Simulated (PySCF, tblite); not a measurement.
## Complex of chloroform and hydrogen chloride

A gas-phase complex of chloroform and hydrogen chloride; neutral, singlet. The structure comes from a short search (6 tight-binding starts) and was relaxed by PBE0-D3(BJ)/def2-SVPD; another way of binding may lie lower. Frequencies by PBE0-D3(BJ)/def2-SVPD show no clear imaginary mode.

```csv
part,name,SMILES,atoms,charge,multiplicity
1,chloroform,ClC(Cl)Cl,1–5,0,1
2,hydrogen chloride,Cl,6–7,0,1
```

Coordinates in Å:
```
Cl1    -0.550    1.577   -0.861
C2     -0.075    0.159    0.101
Cl3    -1.191   -1.177   -0.161
Cl4     1.588   -0.304   -0.246
H5     -0.137    0.452    1.154
Cl6    -1.354    2.482    2.521
H7     -1.325    2.609    1.231
```

Contacts between parts, classed by geometry: H7···Cl1 2.458 Å (hydrogen bond, 144°).

Interaction energies are complex less parts, with the parts frozen as they stand in it; counterpoise-corrected, in kcal/mol (PySCF).

Q: Give the interaction energy at each level run.

A: 
```tsv
level	interaction	superposition error removed
wB97M-D3(BJ)/def2-SVPD	-2.50	-0.83
PBE0-D3(BJ)/def2-SVPD	-2.98	-0.91
```

Q: What holds them together? Decompose the wB97M-D3(BJ)/def2-SVPD energy: frozen parts, their antisymmetrised product, then relaxation.

A: electrostatic -4.5, Pauli repulsion +6.3, orbital relaxation -3.5, dispersion correction -1.6 kcal/mol, which sum to the value before the counterpoise correction; the Pauli term holds the exchange-correlation of the frozen density too. Of the attraction, 47 % is electrostatic, 37 % is orbital relaxation, 17 % is dispersion correction.

The orbital term holds the superposition error of 0.8 kcal/mol.

The parts were also relaxed and run alone, at the levels used for the complex: vibrations by PBE0-D3(BJ)/def2-SVPD; shieldings by PBE0/pcSseg-2; core levels by delta-SCF with SCAN, pcX-2 on the ionised atom and pcseg-1 elsewhere, spin-free X2C (2p3/2 is the spin-free 2p value less a third of a first-order spin-orbit splitting).

Q: What does binding change?

A: 
```
                              property   alone  in the complex  change
                       Cl6–H7 bond (Å)   1.288           1.296  +0.008
stretch carried by H7 (cm⁻¹, harmonic)    2996            2886    -110
       its infrared intensity (km/mol)      48             235        
                 shielding of H7 (ppm)   30.41           28.31   -2.10
                shielding of Cl1 (ppm)   548.4           543.5    -4.8
                 shielding of H5 (ppm)   23.87           23.70   -0.17
                shielding of Cl6 (ppm)   938.5           939.2    +0.7
             Cl1 2p3/2 core level (eV)  206.94          207.19   +0.26
                 C2 1s core level (eV)  295.60          295.70   +0.09
             Cl6 2p3/2 core level (eV)  207.38          207.14   -0.25
```

The core-hole state of C2 is spin-contaminated (⟨S²⟩ 0.80 against 0.75 for a pure doublet), so that value and differences from it are less sure.

Q: What are the binding energy from relaxed parts (wB97M-D3(BJ)/def2-SVPD), and ΔH and ΔG of association at 298.15 K and 1 atm?

A: -2.43 kcal/mol, -1.57 with zero-point energy; ΔH -1.5 and ΔG +5.2 kcal/mol, from harmonic vibrations by PBE0-D3(BJ)/def2-SVPD with low modes damped.
